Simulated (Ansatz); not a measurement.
**How close CCSD(T) comes to the exact answer in a basis**

Each species is computed at the geometry given (Å), with frozen cores, in Ansatz 0.2.0: RHF-CCSD(T) for singlets, UHF-CCSD(T) otherwise, and full CI in the same basis. The program picks the determinant by trial CCSD, so it needn't be the lowest Hartree–Fock solution. States: HAlC Σ⁻ or Δ, HSiN Σ⁺ or Δ, HSiAl Σ⁻ or Δ, AlH4⁺ A', BH3 A''. Cases whose determinant has another symmetry than full CI's state, or whose (Q) step broke down, weren't drawn.

Q: Judging by size, spin and bonding and the diagnostics given, rank them by the size of CCSD(T)'s error in total energy against full CI in the same basis, smallest first (an estimate).
A. HSiAl, triplet, 6-31G: Si 0.000 0.000 -0.264; Al 0.000 0.000 2.126; H 0.000 0.000 -1.862. T1 0.026, (T) -55 meV in a correlation energy of -2.35 eV
B. AlH₄⁺, singlet, cc-pVDZ: Al 0.000 -0.002 -0.119; H 0.000 -0.387 1.922; H 0.000 0.439 1.922; H 0.000 1.535 -0.335; H 0.000 -1.539 -0.335. T1 0.009, (T) -25 meV in a correlation energy of -2.91 eV
C. HSiN, singlet, 6-31G: Si 0.000 0.000 0.020; N 0.000 0.000 -1.331; H 0.000 0.000 1.311. T1 0.023, (T) -195 meV in a correlation energy of -5.44 eV
D. BH₃, triplet, cc-pVDZ: B -0.203 0.000 0.158; H 0.551 0.954 -1.755; H 1.078 0.000 1.820; H 0.551 -0.954 -1.755. T1 0.108, (T) -142 meV in a correlation energy of -2.88 eV
E. HAlC, triplet, 6-31G: Al 0.000 0.000 -0.325; C 0.000 0.000 -2.241; H 0.000 0.000 2.565. T1 0.050, (T) -70 meV in a correlation energy of -2.36 eV

A: B (9.4 meV), A (26.1 meV), C (50.4 meV), E (83.5 meV), D (118.7 meV).

```tsv
species	basis	correlated electrons	CCSD(T) − full CI (meV)	CCSDT(Q) − full CI (meV)	unpaired electrons (full CI)	T1	⟨S²⟩ of the determinant
AlH4⁺, singlet	cc-pVDZ	6	9.4	0.3	0.03	0.009	0.00
HSiAl, triplet	6-31G	8	26.1	0.6	2.11	0.026	2.04
HSiN, singlet	6-31G	10	50.4	-5.5	0.14	0.023	0.00
HAlC, triplet	6-31G	8	83.5	3.9	3.64	0.050	2.99
BH3, triplet	cc-pVDZ	6	118.7	-8.3	2.40	0.108	2.59
```

Unpaired electrons are Σ n²(2−n)² over natural occupations; an open shell counts its own unpaired electrons too. Frozen cores follow each run's orbitals, which moves totals by a few meV. No single determinant describes HAlC, triplet well, by full CI's occupations.
